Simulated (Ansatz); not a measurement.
# CHAlB+ (triplet): wave-function methods side by side, cc-pVDZ

One table from this session's results is given with a row withheld; the runs are named, their logs left out.

The runs use Ansatz 0.2.0, Gaussian basis; cc-pVDZ, core rule «outside noble gas», up to 7 orbitals frozen.

The runs, in order: UHF; CCSD(T) on ROHF; CCSD(T) on UHF; BCCD(T) on ROHF; CISD as a restricted active space (open shells left free, so some higher excitations enter); CCSDT(Q) on ROHF; CCSDT(Q) on UHF; CASSCF and NEVPT2, 10 electrons in 10 orbitals.

21 further runs of the same task are left out: 11 that didn't finish, 10 set aside as unsound or not needed. Runs told in other sessions of the task aren't counted.

**What is computed**

The geometry is a PBE0/def2-TZVP stationary point (not a proven minimum) of the parent state, kept for this charge and spin.

4 atoms, charge 1, spin multiplicity 3.

Atoms are counted from 1 here; the program's logs count them from 0.

Bond lengths: Al1–C2 1.877 Å, Al1–B3 2.270 Å, C2–B3 1.412 Å, C2–H4 1.082 Å. Angles: C2–Al1–B3 38.4°, Al1–C2–B3 86.1°, Al1–C2–H4 134.4°, B3–C2–H4 139.6°, Al1–B3–C2 55.6°.

Geometry (Å):

```tsv
atom	x (Å)	y (Å)	z (Å)
Al1	0.00000	0.01617	0.91943
C2	0.00000	0.56503	-0.87506
B3	0.00000	-0.81036	-1.19454
H4	0.00000	1.52593	-1.37252
```

The first run:

File in.yaml:

```yaml
crystal:
  periodic: [false, false, false]
  atoms:
    - {symbol: Al, position_ang: [0.000000, 0.016173, 0.919434]}
    - {symbol: C, position_ang: [0.000000, 0.565027, -0.875065]}
    - {symbol: B, position_ang: [0.000000, -0.810360, -1.194541]}
    - {symbol: H, position_ang: [0.000000, 1.525932, -1.372524]}
basis:
  gaussian: {orbitals: cc-pVDZ}
total_charge: 1
magnetization: {spin_polarized: true, initial_magnetization: 2}
hamiltonian: {xc: hf}
output: {orbitals: {seedname: orbitals}}
```

Launch:

```bash
> ansatz run in.yaml --threads 1 --pin off --events-out ev --progress --plain --max-ram 2393MiB
```

Among the steps run: UHF; CCSD(T) on ROHF; CCSD(T) on UHF; BCCD(T) on ROHF; CISD as a restricted active space (open shells left free, so some higher excitations enter); CCSDT(Q) on ROHF; CCSDT(Q) on UHF; CASSCF and NEVPT2, 10 electrons in 10 orbitals.

One table of the session follows, with a row left open; its other results are not shown here.

It belongs to the step «Misses and costs». 

```
         method  from UCCSDT(Q) (meV)
           ROHF               +6739.6
            UHF               +6616.2
           RMP2                +978.9
           UMP2               +1007.8
           CISD                +884.5
          RCCSD                +402.3
          UCCSD                     ?
       RCCSD(T)                 +65.1
       UCCSD(T)                 +67.8
        BCCD(T)                 +64.8
         RCCSDT                 +30.3
         UCCSDT                 +29.2
      RCCSDT(Q)                  +3.6
      UCCSDT(Q)                     0
CASSCF frontier               +3964.4
NEVPT2 frontier               +1125.6
```

Q: Estimate the row for UCCSD from the others.

**Answer.** from UCCSDT(Q) (meV): +397.2. In the column «from UCCSDT(Q) (meV)» it lies between UCCSD(T) (+67.8) and RCCSD (+402.3).

Limits of these values: Restricted and unrestricted rows rest on different reference determinants; a gap between their highest levels can come from leftover correlation error, from unlike frozen cores or from another state.
